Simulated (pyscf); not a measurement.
H₂N–SiH(Cl)–Cl (SMILES N[SiH](Cl)Cl) + H₂O (SMILES O) → H₂N–Si(OH)(Cl)–Cl (SMILES N[Si](O)(Cl)Cl) + H₂ (SMILES [H][H]) (four-centre exchange; singlet surface; H–Si, H–O broken, O–Si, H–H formed). PySCF, gas phase, ωB97X-D3(BJ)/def2-SVP geometries. Rate constants from transition-state theory, ωB97M-D3(BJ)/def2-TZVP energies (ideal gas, 1 atm, RRHO with modes under 100 cm⁻¹ raised to 100, one conformer, R ln 2 for rigid chiral ones; no tunnelling), k in cm³ molecule⁻¹ s⁻¹.

```tsv
T (K)	1000/T	log10 k
298	3.354	-38.19
600	1.667	-26.10
900	1.111	?
1200	0.833	-19.72
```

**Question.** Fit an Arrhenius line to the three values, give the activation energy, and predict k at 900 K.

**Answer.** Least squares gives log10 k = -13.75 − 7.30 × 1000/T, so Ea = 7.30 × ln 10 × 1.987 = 33.4 kcal/mol, against an electronic barrier of 32.9. At 900 K the line gives -21.86; the computed value is -21.93 (ΔG‡ = 67.1 kcal/mol), a factor 1.2 under the line, since the plot is curved. On the reactant side the descent ends in a complex, 7.0 kcal/mol under the separated species and 40.1 kcal/mol under the saddle at ωB97X-D3(BJ)/def2-TZVP. At the saddle there is also a short H–Si contact that neither side keeps. One saddle was located; it need not be the lowest between these sides.
